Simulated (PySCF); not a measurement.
Isomers of C5H11F and their computed core-level spectra.

Method used: delta-SCF UKS SCAN, pcX-2 on the ionised atom, pcseg-1 elsewhere, spin-free X2C in PySCF 2.14.0. Geometries: PBE0-D3(BJ)/def2-SVP; isolated species, one conformer each.

Line lists (1s up to Mg, 2p3/2 beyond; areas count atoms within a level, one atom standing for each set equivalent by bonding):
1. C 1s: 290.67 (area 3), 290.82 (area 1), 292.73 (area 1) eV; F 1s: 692.21 eV
2. C 1s: 290.55 (area 1), 290.64 (area 1), 290.68 (area 2), 292.70 (area 1) eV; F 1s: 691.63 eV
3. C 1s: 290.55 (area 1), 290.59 (area 1), 290.63 (area 1), 290.84 (area 1), 292.80 (area 1) eV; F 1s: 691.93 eV
4. C 1s: 290.62 (area 2), 290.74 (area 2), 292.66 (area 1) eV; F 1s: 691.90 eV

Structures:
A. `CC(CC)(F)C` (CH3CH2CF(CH3)2)
B. `C(C)C(F)CC` ((CH3CH2)2CHF)
C. `C[C@H](CCC)F` (CH3CH2CH2CHFCH3)
D. `C(F)C(C)(C)C` ((CH3)3CCH2F)

**Question.** Which list belongs to which compound?

**Answer.** 
- 1 = D: no other candidate has these counts of sites. C 1s: 290.67 methyl carbon (×3), 290.82 quaternary sp3 carbon, 292.73 sp3 C–F carbon; F 1s: 692.21 alkyl fluorine.
- 2 = A: no other candidate has these counts of sites. C 1s: 290.55 methyl carbon, 290.64 chain CH2 carbon, 290.68 methyl carbon (×2), 292.70 sp3 C–F carbon; F 1s: 691.63 alkyl fluorine.
- 3 = C: no other candidate has these counts of sites. C 1s: 290.55 chain CH2 carbon, 290.59 methyl carbon, 290.63 chain CH2 carbon, 290.84 methyl carbon, 292.80 sp3 C–F carbon; F 1s: 691.93 alkyl fluorine.
- 4 = B: no other candidate has these counts of sites. C 1s: 290.62 methyl carbon (×2), 290.74 chain CH2 carbon (×2), 292.66 sp3 C–F carbon; F 1s: 691.90 alkyl fluorine.
